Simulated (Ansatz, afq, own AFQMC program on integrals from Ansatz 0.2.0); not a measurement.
# VNH2⁺, sextet: AFQMC among the cluster methods

| atom | x (Å) | y (Å) | z (Å) |
| --- | --- | --- | --- |
| V | 0.0000 | 0.0000 | 0.4989 |
| N | 0.0000 | 0.0000 | -1.5101 |
| H | 0.0000 | 0.8259 | -2.1139 |
| H | 0.0000 | -0.8259 | -2.1139 |

Connectivity, by distances: V–NH2.

Basis def2-SVP. Noble-gas cores (and the filled d shells of Ga–Kr and In–Xe) are frozen. Ansatz 0.2.0 and our own AFQMC program on the same integrals; the CISD trial comes from CCSD amplitudes, and released means the phaseless constraint is let go. Free projection: walkers drawn from exp(T), propagated without any constraint. Its projection time is finite, and what remains of the start isn't in its error. Error bars are statistical, one sigma. The metal's outer-core s and p shells are frozen, which shifts wave-function levels against functionals.

Determinant: UHF, the one that the program's search chose, which needn't be the lowest solution. The geometry is a point of a scan.

No full CI on the walks' own integrals is used here; CCSDT(Q) serves as the reference and is uncertain by about the last step of the cluster series.

Cautions: no relativity below Rb; outer-core shells of the metal frozen; lower spins were not checked; higher spins were not checked; strong correlation (T1 0.051, weight of the determinant 0.88, largest double 0.04).

The T1 diagnostic is 0.0505. The weight of the determinant in the CISD state is 0.882, the ⟨S²⟩ of the determinant is 8.758 and the size of the correlated space is 11 electrons in 45 orbitals.

Reference: CCSDT(Q), correlation energy -5.483 eV. The released energy is read at 3.00 1/Eh, later times being too noisy (meV from the phaseless value at times in 1/Eh: -7 ± 3 at 0.60, -4 ± 5 at 1.20, -16 ± 7 at 2.00, -16 ± 7 at 3.00, -4 ± 10 at 4.20).

```tsv
level	E − E(reference) (meV)	share of correlation (%)
HF	5482.6	0.00
MP2	870.0	84.13
CCSD	123.4	97.75
CCSD(T)	24.3	99.56
CCSDT	6.9	99.87
ph-AFQMC/CISD	12.8 ± 2.3	99.77
released AFQMC	-2.9 ± 6.7	100.05
free AFQMC	2.3 ± 3.4	99.96
```

Free projections are given only where their last times agree within the noise and don't stop above the reference; a slow remainder of the start can still hide under it. A walk keeps the symmetry of its determinant, which the program's search chose and which needn't be the lowest solution, so a lower state of the same spin and another symmetry isn't excluded. Released energies are given only where the last usable release times agree within the noise; a slower fall can still hide under it.
